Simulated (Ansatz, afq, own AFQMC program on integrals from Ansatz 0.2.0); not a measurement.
**Cl, doublet in 6-31G, levels against full CI**

A free Cl atom.

Basis 6-31G. Only valence electrons are correlated. Integrals, coupled cluster, full CI and functionals: Ansatz 0.2.0; the random walks run on the same integrals in our own AFQMC program. The CISD trial takes its coefficients from CCSD amplitudes. Released means that phaseless walkers are propagated on without the constraint, phases kept. Free AFQMC starts from the CCSD state and is never constrained. Its projection time is finite, and what remains of the start isn't in its error. ± is one standard error of the sampling.

Determinant: UHF, the one that the program's search chose, which needn't be the lowest solution.

Full CI on the same integrals is exact in this basis and with this determinant's frozen core.

The T1 diagnostic is 0.0047 and the weight of the determinant in the CISD state is 0.984. The ⟨S²⟩ of the determinant is 0.751 and the size of the correlated space is 7 electrons in 8 orbitals.

```json
{"level": "MP2", "correlation energy (eV)": "-0.6875"}
{"level": "CCSD", "correlation energy (eV)": "-0.8325"}
{"level": "CCSD(T)", "correlation energy (eV)": "-0.8402"}
```

Problem. Estimate where AFQMC with the constraint released lies against CCSD(T) on the same integrals.

Solution. 0.06 ± 0.02 mEh below CCSD(T).

Reference: full CI, correlation energy -0.841 eV. The released energy is read at 1.50 1/Eh (meV from the phaseless value at times in 1/Eh: -0.1 ± 0.3 at 0.24, -0.16 ± 0.22 at 0.50, -0.17 ± 0.14 at 1.00, -0.7 ± 0.5 at 1.50).

```
         level  E − E(reference) (mEh)  share of correlation (%)
       CCSD(T)                    0.04                     99.86
         CCSDT                   -0.03                    100.09
      CCSDT(Q)                    0.00                    100.01
        CCSDTQ                    0.00                    100.00
   ph-AFQMC/HF             0.43 ± 0.31                     98.63
 ph-AFQMC/CISD             0.01 ± 0.01                     99.98
released AFQMC            -0.02 ± 0.02                    100.07
    free AFQMC            0.01 ± 0.006                     99.96
```

CCSDT and higher add their correlation energy to the determinant of the CCSD(T) run, since their own runs factorise the integrals more tightly (a shift of under 2 meV). Free projections are given only where their last times agree within the noise and don't stop above the reference; a slow remainder of the start can still hide under it. A walk keeps the symmetry of its determinant, which the program's search chose and which needn't be the lowest solution, so a lower state of the same spin and another symmetry isn't excluded. Released energies are given only where the last usable release times agree within the noise; a slower fall can still hide under it.
